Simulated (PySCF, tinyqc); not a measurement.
Worked calculation: coupled-perturbed Hartree-Fock on RHF in the sto-3g basis, for CH2, spin multiplicity 1. The lowest restricted solution is unstable here: a spin-polarised one lies 0.0320 hartree lower (PySCF). One step of it, computed by the program tinyqc.

Question. Coupled step 1. U_ai = -(mu_ai + sum_bj [4 (ai|bj) - (ab|ij) - (aj|bi)] U_bj) / (e_a - e_i); alpha = -4 sum U_ai mu_ai.

uncoupled U:
```
           i1        i2        i3        i4
a5   0.000000  0.000000  0.000000  0.000000
a6  -0.005005  0.086697  0.000000  0.459636
a7   0.000000  0.000000  0.653340  0.000000
```

dipole integrals <a|z|i> (bohr):
```
          i1         i2         i3         i4
a5  0.000000   0.000000   0.000000   0.000000
a6  0.057386  -0.105972   0.000000  -0.340151
a7  0.000000   0.000000  -0.694866   0.000000
```

orbital energies (hartree): MO1 -11.002788, MO2 -0.760557, MO3 -0.468250, MO4 -0.278280, MO5 0.237730, MO6 0.461764, MO7 0.595309

Two-electron integrals over orbitals (pq|rs), unique and non-zero (hartree):
```
(11|11) 3.508704    (21|11) -0.299682   (21|21) 0.040625    (22|11) 0.717222
(22|21) -0.008706   (22|22) 0.527791    (31|31) 0.006851    (32|31) 0.011770
(32|32) 0.133408    (33|11) 0.566872    (33|21) -0.002561   (33|22) 0.484437
(33|33) 0.493200    (41|11) 0.157184    (41|21) -0.018932   (41|22) 0.012662
(41|33) 0.005325    (41|41) 0.025045    (42|11) -0.104427   (42|21) 0.007121
(42|22) 0.008426    (42|33) 0.019776    (42|41) 0.013421    (42|42) 0.085144
(43|31) -0.001959   (43|32) 0.032756    (43|43) 0.038527    (44|11) 0.780980
(44|21) -0.011816   (44|22) 0.498039    (44|33) 0.444998    (44|41) -0.010810
(44|42) -0.090093   (44|44) 0.627691    (51|51) 0.021646    (52|51) 0.024167
(52|52) 0.094201    (53|53) 0.017790    (54|51) -0.012429   (54|52) -0.039330
(54|54) 0.047631    (55|11) 0.852004    (55|21) -0.009491   (55|22) 0.543352
(55|33) 0.458686    (55|41) 0.004556    (55|42) -0.056345   (55|44) 0.566733
(55|55) 0.672833    (61|11) -0.199763   (61|21) 0.029038    (61|22) -0.000690
(61|33) 0.000751    (61|41) -0.003110   (61|42) 0.015168    (61|44) -0.017784
(61|55) -0.005620   (61|61) 0.027494    (62|11) 0.233583    (62|21) -0.005371
(62|22) 0.085819    (62|33) 0.023114    (62|41) 0.014584    (62|42) 0.001564
(62|44) 0.065080    (62|55) 0.122785    (62|61) 0.003838    (62|62) 0.094263
(63|31) 0.001228    (63|32) -0.068625   (63|43) -0.038661   (63|63) 0.089510
(64|11) 0.134101    (64|21) -0.000823   (64|22) 0.044919    (64|33) 0.002971
(64|41) 0.002668    (64|42) -0.018679   (64|44) 0.072584    (64|55) 0.069167
(64|61) 0.001002    (64|62) 0.055332    (64|64) 0.047285    (65|51) 0.014721
(65|52) 0.051900    (65|54) -0.008217   (65|65) 0.038466    (66|11) 0.650653
(66|21) -0.005757   (66|22) 0.504347    (66|33) 0.484474    (66|41) 0.019310
(66|42) 0.052158    (66|44) 0.442278    (66|55) 0.480676    (66|61) 0.006883
(66|62) 0.059013    (66|64) 0.020992    (66|66) 0.539801    (71|31) 0.011726
(71|32) 0.018747    (71|43) -0.003479   (71|63) 0.001684    (71|71) 0.020131
(72|31) 0.009618    (72|32) 0.011761    (72|43) -0.031612   (72|63) 0.043521
(72|71) 0.015454    (72|72) 0.056970    (73|11) 0.257854    (73|21) -0.005476
(73|22) 0.074216    (73|33) 0.026159    (73|41) -0.000095   (73|42) -0.059942
(73|44) 0.117026    (73|55) 0.135460    (73|61) -0.005476   (73|62) 0.074355
(73|64) 0.056509    (73|66) 0.009610    (73|73) 0.120779    (74|31) -0.007632
(74|32) -0.070535   (74|43) -0.001636   (74|63) 0.046650    (74|71) -0.012846
(74|72) -0.009658   (74|74) 0.061969    (75|53) 0.018455    (75|75) 0.023058
(76|31) 0.007672    (76|32) 0.105862    (76|43) 0.046474    (76|63) -0.079632
(76|71) 0.012474    (76|72) -0.018328   (76|74) -0.053574   (76|76) 0.111425
(77|11) 0.730516    (77|21) -0.008721   (77|22) 0.505279    (77|33) 0.496961
(77|41) 0.003715    (77|42) -0.017148   (77|44) 0.508461    (77|55) 0.517331
(77|61) -0.005855   (77|62) 0.045004    (77|64) 0.021406    (77|66) 0.493924
(77|73) 0.070678    (77|77) 0.542713
```

Give: U after step 1; polarisability.

Answer.

U after step 1:
```
         i1       i2      i3      i4
a5   0.0000   0.0000  0.0000  0.0000
a6  -0.0029  -0.0195  0.0000  0.5154
a7   0.0000   0.0000  0.6664  0.0000
```

polarisability = 2.5459 bohr^3
